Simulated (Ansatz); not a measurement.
## Property card for VN₂

Theory: DFT r2SCAN, scalar-relativistic, plane waves, PAW (Ansatz 0.2.0).

Plane waves to 500 eV, a k mesh through Γ of 12×12×12 on the computed 6-atom cell and Gaussian smearing (0.10 eV); no spin polarisation.

The structure is relaxed at this level of theory with its symmetry kept.

Symmetry: I4/mcm, No. 140, tetragonal system. The conventional cell has a = 4.293 Å, b = 4.293 Å, c = 4.914 Å, α = 90.00°, β = 90.00°, γ = 90.00°. Around V (site symmetry 422) lie 8 N at 2.12 Å. N (site symmetry m2m) is surrounded by 1 N at 1.39 Å.

| Property | Result |
| --- | --- |
| Volume per atom | 7.55 Å³ |
| Formation energy from the elements' standard states (uncorrected) | -0.473 eV/atom |
| Generalised Kohn–Sham band gap | none (metal) |
| Density of states at the Fermi level | 1.38 states/eV per cell |
| Löwdin character within 0.5 eV of the Fermi level | V 3d 83 %, N 2p 11 % |
| Bulk modulus | 340 GPa |
| Its pressure derivative | 4.6 |
| Bader charges (e) | V (2 in the cell) 1.75, N (4 in the cell) -0.88 |

A ferromagnetic start lost its moments in a first run, so spin was left out; other magnetic orders weren't tried.

Cost: 6 runs of about 13 core-minutes in all, on Arm Neoverse V1 (shared hosts).